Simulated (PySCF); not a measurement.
Computed with ωB97X-D3(BJ)/def2-TZVP // PBE0-D3(BJ)/def2-TZVP (PySCF). All species are isolated molecules in the gas phase. One relaxed conformer stands for a flexible species; it need not be the lowest. Excitations are Tamm–Dancoff values on a coarser integration grid. The basis has no diffuse functions, so Rydberg states are missing or too high.

Reference species (SMILES): `B(Cl)(Cl)Cl` (neutral, multiplicity 1).

| Property | Value |
|---|---|
| S1–T1 gap (TDA) | 0.17 eV |
| HOMO | -11.59 eV |
| S1 oscillator strength | 0.000 |

Changed species: `OB(Cl)Cl` (H–O–B–Cl torsion 180°) (1 of 3 Cl replaced by OH; the reference has 0 of 3 Cl replaced by OH).

### Question
Give the shifts of the S1–T1 gap (TDA), HOMO and S1 oscillator strength.

### Answer
the S1–T1 gap (TDA) hardly moves; the HOMO stays essentially unchanged; the S1 oscillator strength hardly moves.
